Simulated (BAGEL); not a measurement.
# CH3ClSi (SMILES C[Si]Cl): RI-MP2/6-311+G(d,p) (density fitting with qzvpp-jkfit)

What is the energy change on altering one bond length of CH3ClSi at RI-MP2/6-311+G** (density fitting with qzvpp-jkfit)? 

The calculation is run with BAGEL 1.2.2.

3 further runs of the same task are left out: 2 that didn't finish, 1 set aside as unsound or not needed.

## (1) The system as given

The species is CH3ClSi (6 atoms), meant as a singlet with charge 0. As SMILES, `C[Si]Cl`. The shape is that of a PBE0-D4/def2-TZVP optimisation.

Bond lengths: C1–Si2 1.887 Å, Si2–Cl3 2.093 Å, C1–H4 1.096 Å, C1–H5 1.093 Å, C1–H6 1.096 Å. Angles: C1–Si2–Cl3 98.3°, Si2–C1–H4 110.2°, Si2–C1–H5 111.6°, Si2–C1–H6 110.2°, H4–C1–H5 109.0°, H4–C1–H6 106.7°, H5–C1–H6 109.0°.

## (2) A single-point energy at RI-MP2/6-311+G(d,p) (density fitting with qzvpp-jkfit)

input.json

```json
{ "bagel": [

{
  "title": "molecule",
  "basis": "6-311+gss.json",
  "df_basis": "qzvpp-jkfit",
  "angstrom": "true",
  "geometry": [
    { "atom": "C", "xyz": [      -0.420900,       0.376200,      -0.177100 ] },
    { "atom": "Si", "xyz": [       0.228200,      -0.642100,       1.273100 ] },
    { "atom": "Cl", "xyz": [       1.857700,      -1.533900,       0.308500 ] },
    { "atom": "H", "xyz": [       0.353800,       1.065800,      -0.531400 ] },
    { "atom": "H", "xyz": [      -1.308700,       0.949900,       0.100100 ] },
    { "atom": "H", "xyz": [      -0.668100,      -0.280000,      -1.019400 ] }
  ]
},

{ "title": "hf" },

{ "title": "mp2", "ncore": 11 }

]}
```

The basis set 6-311+G** is read from a file made from the Basis Set Exchange's data (not shown).

Command:

```
$ BAGEL_NUM_THREADS=1 BAGEL input.json > input.out
```

Standard output:

```text
* using 1 threads per process

  ===============================================================
  ===============================================================

  *** Geometry ***

  { "atom" : "C", "xyz" : [     -0.795386,      0.710915,     -0.334670 ] },
  { "atom" : "Si", "xyz" : [      0.431236,     -1.213393,      2.405810 ] },
  { "atom" : "Cl", "xyz" : [      3.510544,     -2.898651,      0.582981 ] },
  { "atom" : "H", "xyz" : [      0.668585,      2.014070,     -1.004200 ] },
  { "atom" : "H", "xyz" : [     -2.473085,      1.795051,      0.189162 ] },
  { "atom" : "H", "xyz" : [     -1.262526,     -0.529123,     -1.926387 ] },

  Number of auxiliary basis functions:      385

  Since a DF basis is specified, we compute 2- and 3-index integrals:
    o Being stored without compression. Storage requirement is 0.031 GB

  Number of basis functions:      100
  Number of electrons      :       40

    * METHOD: MOLECULE                             0.14

  *** RHF ***

  === Nuclear Repulsion ===
   128.1532333167

      * DIIS with orbital gradients will be used.

  === RHF iteration (6-311+gss.json) ===
      0       -787.87556896          0.02229234           0.06
      1       -788.03588441          0.01179679           0.06
      2       -788.07693079          0.00158667           0.06
      3       -788.07942419          0.00035420           0.06
      4       -788.07955329          0.00012506           0.06
      5       -788.07957484          0.00003501           0.06
      6       -788.07957632          0.00000894           0.06
      7       -788.07957641          0.00000291           0.06
      8       -788.07957642          0.00000097           0.06
      9       -788.07957642          0.00000035           0.06
     10       -788.07957642          0.00000010           0.06
     11       -788.07957642          0.00000003           0.06
     12       -788.07957642          0.00000001           0.06
     13       -788.07957642          0.00000000           0.06
    * SCF iteration converged.

    * Permanent dipole moment:
           (    0.676870,    -0.556487,     0.114095) a.u.

    * METHOD: HF                                   0.95

  *** RHF ***

  === Nuclear Repulsion ===
   128.1532333167

      * DIIS with orbital gradients will be used.

  === RHF iteration (6-311+gss.json) ===
      0       -788.07957642          0.00000000           0.06
    * SCF iteration converged.

    * Permanent dipole moment:
           (    0.676870,    -0.556487,     0.114096) a.u.

  === DF-MP2 calculation ===

    * freezing 11 orbitals
    * 3-index integral transformation done
    * assembly done

      MP2 correlation energy:   -0.3695555567      0.03

      MP2 total energy:       -788.4491319798

    * METHOD: MP2                                  0.15

  ===============================================================
```

Wall time 1.4 s (1 thread of Arm Neoverse V2, shared host); peak memory 0.11 GiB.

## (3) The distorted shape at the same level

calc.json

```json
{ "bagel" : [

{
  "title" : "molecule",
  "basis" : "6-311+gss.json",
  "df_basis" : "qzvpp-jkfit",
  "angstrom" : "true",
  "geometry" : [
    { "atom" : "C", "xyz" : [    0.023029,    0.089331,   -0.315709 ] },
    { "atom" : "Si", "xyz" : [    0.672129,   -0.928969,    1.134491 ] },
    { "atom" : "Cl", "xyz" : [    2.301629,   -1.820769,    0.169891 ] },
    { "atom" : "H", "xyz" : [    0.797729,    0.778931,   -0.670009 ] },
    { "atom" : "H", "xyz" : [   -1.308700,    0.949900,    0.100100 ] },
    { "atom" : "H", "xyz" : [   -0.224171,   -0.566869,   -1.158009 ] }
  ]
},
{ "title" : "hf" },
{ "title" : "mp2", "ncore" : 11 }

]}
```

The basis set 6-311+G** is read from a file made from the Basis Set Exchange's data (not shown).

Command:

```
$ BAGEL_NUM_THREADS=1 BAGEL calc.json > calc.out
```

Standard output:

```text
* using 1 threads per process

  ===============================================================
  ===============================================================

  *** Geometry ***

  { "atom" : "C", "xyz" : [      0.043519,      0.168811,     -0.596604 ] },
  { "atom" : "Si", "xyz" : [      1.270140,     -1.755497,      2.143877 ] },
  { "atom" : "Cl", "xyz" : [      4.349448,     -3.440755,      0.321047 ] },
  { "atom" : "H", "xyz" : [      1.507489,      1.471966,     -1.266134 ] },
  { "atom" : "H", "xyz" : [     -2.473085,      1.795051,      0.189162 ] },
  { "atom" : "H", "xyz" : [     -0.423622,     -1.071227,     -2.188320 ] },

  Number of auxiliary basis functions:      385

  Since a DF basis is specified, we compute 2- and 3-index integrals:
    o Being stored without compression. Storage requirement is 0.031 GB

  Number of basis functions:      100
  Number of electrons      :       40

    * METHOD: MOLECULE                             0.14

  *** RHF ***

  === Nuclear Repulsion ===
   126.3849132460

      * DIIS with orbital gradients will be used.

  === RHF iteration (6-311+gss.json) ===
      0       -787.78435044          0.02178497           0.06
      1       -787.93664854          0.01338207           0.06
      2       -787.99279757          0.00178961           0.06
      3       -787.99571693          0.00048347           0.06
      4       -787.99589553          0.00013447           0.06
      5       -787.99592116          0.00003710           0.06
      6       -787.99592304          0.00001002           0.06
      7       -787.99592318          0.00000360           0.06
      8       -787.99592320          0.00000112           0.06
      9       -787.99592320          0.00000043           0.06
     10       -787.99592320          0.00000014           0.06
     11       -787.99592320          0.00000004           0.06
     12       -787.99592320          0.00000001           0.06
     13       -787.99592320          0.00000000           0.06
    * SCF iteration converged.

    * Permanent dipole moment:
           (    0.450112,    -0.394588,     0.142751) a.u.

    * METHOD: HF                                   0.99

  *** RHF ***

  === Nuclear Repulsion ===
   126.3849132460

      * DIIS with orbital gradients will be used.

  === RHF iteration (6-311+gss.json) ===
      0       -787.99592320          0.00000000           0.06
    * SCF iteration converged.

    * Permanent dipole moment:
           (    0.450112,    -0.394588,     0.142751) a.u.

  === DF-MP2 calculation ===

    * freezing 11 orbitals
    * 3-index integral transformation done
    * assembly done

      MP2 correlation energy:   -0.3752478067      0.03

      MP2 total energy:       -788.3711710048

    * METHOD: MP2                                  0.15

  ===============================================================
```

Run time: 1.4 s. Hardware: 1 thread of Arm Neoverse V2, shared host; peak memory 0.11 GiB.

## (4) Results

Level: RI-MP2/6-311+G** (density fitting with qzvpp-jkfit), 11 core orbitals frozen.

| quantity | value |
| --- | --- |
| first shape: total energy | -788.44913 Eh |
| first shape: correlation energy (11 core orbitals frozen) | -369.6 mEh |
| distorted shape: total energy | -788.37117 Eh |
| distorted shape: correlation energy (11 core orbitals frozen) | -375.2 mEh |
| energy change with the C1–H5 bond stretched from 1.093 to 1.639 Å | 2.121 eV |

One bond (distorted shape) is far stretched, which a spin-restricted single reference describes badly; perturbation theory on it can break down and give far too much correlation. With the C1–H5 bond stretched from 1.093 to 1.639 Å the energy rises by 2.12 eV (49 kcal/mol). The first shape isn't relaxed at this level, so the change isn't measured from a minimum. A restricted reference can't describe the breaking bond well at this length.
